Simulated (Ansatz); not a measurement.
System: hcp Be. Method: PBEsol in Ansatz (PAW).

Settings: plane-wave cutoff 500 eV, 36×36×20 k mesh (along the axes of the cell as run), Fermi–Dirac smearing 0.1 eV, scalar-relativistic PAW data made under PBE.

Computed at the level's own relaxed cell.

### Question
What does this level give for the equilibrium volume per atom, equilibrium lattice constant a and c axis length?

### Answer

- equilibrium volume per atom: 7.84 Å³/atom
- equilibrium lattice constant a: 2.255 Å
- c axis length: 3.557 Å

Measured, for comparison: lattice constant a 2.286 Å (293 K, no zero-point or thermal correction, our sources range from 2.286 to 2.290; as tabulated in Wikipedia's data pages); lattice parameter c 3.584 Å (293 K, no zero-point or thermal correction; as tabulated in Wikipedia's data pages). Computed (rounded) less measured: lattice constant a -1.4 % (-1.4 % to -1.5 % over the range), lattice parameter c -0.8 %. A static lattice is as a rule a little smaller and stiffer than an uncorrected measurement, which narrows the difference in the lattice constant a, lattice parameter c and would widen misses of the other sign.

The result took roughly 30 core-seconds.

Ansatz is a program for electronic structure.
